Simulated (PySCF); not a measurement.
Run record: geometry optimisation, `c1ccccc1`.

Computed with PBE0/def2-SVP geometry optimisation, gas phase (PySCF 2.14.0). Start geometry: GFN2-xTB. The input is one job of a driver script: a line of settings, then coordinates in Å.

Input:
```
{"job": {"xc": "PBE0", "basis": "def2-SVP", "grid": 1, "kind": "geom"}, "charge": 0, "multiplicity": 1}
C      0.955257     1.002107    -0.020850
C      1.345557    -0.326291    -0.014602
C      0.390424    -1.328534     0.003331
C     -0.955146    -1.002293     0.015758
C     -1.345527     0.326150     0.010127
C     -0.390269     1.328293    -0.007613
H      1.700830     1.784013    -0.035341
H      2.395560    -0.580808    -0.023765
H      0.695148    -2.365161     0.008233
H     -1.700583    -1.784294     0.029811
H     -2.395433     0.581151     0.020213
H     -0.694620     2.364981    -0.011329
```

Output:
```
step   0  E = -231.80088133  max force = 0.008821
step   1  E = -231.80213580  max force = 0.001367
step   2  E = -231.80214278  max force = 0.000070
optimisation converged
```

Energies in Eh; «max force» is the largest Cartesian gradient component in Eh/bohr.

Question: How much energy does the optimisation release, in kcal/mol?

Answer: E(step 0) − E(last step) = 0.001261 Eh, which is 0.8 kcal/mol.

Question: Give the first gradient maximum in eV/Å.

Answer: With 1 Eh/bohr = 51.422 eV/Å, 0.454 eV/Å.

In short: final energy -231.80214 Eh after 2 steps; dipole 0.00 D.

Question: Where do the atoms end?

Answer: 0.018 Å rms from the input after alignment:
```
atom  x, y, z in Å
C1     0.9626    1.0086   -0.0198
C2     1.3551   -0.3300   -0.0145
C3     0.3921   -1.3390    0.0028
C4    -0.9634   -1.0094    0.0150
C5    -1.3559    0.3293    0.0098
C6    -0.3929    1.3383   -0.0076
H7     1.7171    1.7994   -0.0335
H8     2.4172   -0.5881   -0.0241
H9     0.6994   -2.3879    0.0069
H10   -1.7179   -1.8001    0.0288
H11   -2.4180    0.5874    0.0193
H12   -0.7001    2.3872   -0.0117
```

Question: How long does this job take on one thread, Arm Neoverse V1 (aarch64) (shared host)? And the peak memory of the process?

Answer: About 9.3 s, with 0.52 GiB resident at the peak, the Python interpreter and its libraries included.
Labels such as C1 count atoms from 1, the log's own numbers from 0.
